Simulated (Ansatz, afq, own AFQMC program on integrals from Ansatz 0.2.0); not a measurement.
## Where AFQMC and coupled cluster stand for C₂H₄N, doublet

```
atom    x (Å)    y (Å)    z (Å)
   C  -1.9507   0.0000   0.0000
   H  -2.3139   1.0273   0.0000
   H  -2.3139  -0.5137   0.8897
   H  -2.3139  -0.5137  -0.8897
   H  -0.5247   0.0000   0.0000
   N   1.7253   0.0000   0.0000
   C   0.5653   0.0000   0.0000
```

Basis cc-pVDZ. Noble-gas cores (and the filled d shells of Ga–Kr and In–Xe) are frozen. Integrals, coupled cluster, full CI and functionals: Ansatz 0.2.0; the random walks run on the same integrals in our own AFQMC program. ph-AFQMC/CISD is guided by a CISD state made of CCSD amplitudes; releasing the constraint for a short imaginary time cuts its bias at the price of noise, slowly where states lie close. Uncertainties: one standard error, sampling alone.

Determinant: UHF, the one that the program's search chose, which needn't be the lowest solution. The geometry is a point of a scan.

No full CI on the walks' own integrals is used here; CCSDT(Q) serves as the reference and is uncertain by about the last step of the cluster series.

Cautions: unrestricted determinant spin contaminated (⟨S²⟩ 0.86 against 0.75); the released energies are still falling, so no released level is given (meV from the phaseless value at times in 1/Eh: 6 ± 6 at 0.24, -1 ± 6 at 0.51, -8 ± 11 at 0.99, -19 ± 11 at 1.50), though the last usable value meets CCSDT(Q) within the noise.

The T1 diagnostic is 0.0293 and the weight of the determinant in the CISD state is 0.817. The ⟨S²⟩ of the determinant is 0.860. The size of the correlated space is 17 electrons in 59 orbitals.

```json
{"level": "MP2", "correlation energy (eV)": "-11.2949"}
{"level": "CCSD", "correlation energy (eV)": "-12.3264"}
{"level": "CCSD(T)", "correlation energy (eV)": "-12.7628"}
```

(1) Estimate where phaseless AFQMC with a CISD trial lies against CCSD(T) on the same integrals.

(1) 64.7 ± 8.5 meV below CCSD(T).

Reference: CCSDT(Q), correlation energy -12.836 eV.

```
        level  E − E(reference) (meV)  share of correlation (%)
      CCSD(T)                    72.7                     99.43
        CCSDT                    46.2                     99.64
  ph-AFQMC/HF             49.2 ± 44.6                     99.62
ph-AFQMC/CISD               8.0 ± 8.5                     99.94
```

A walk keeps the symmetry of its determinant, which the program's search chose and which needn't be the lowest solution, so a lower state of the same spin and another symmetry isn't excluded.
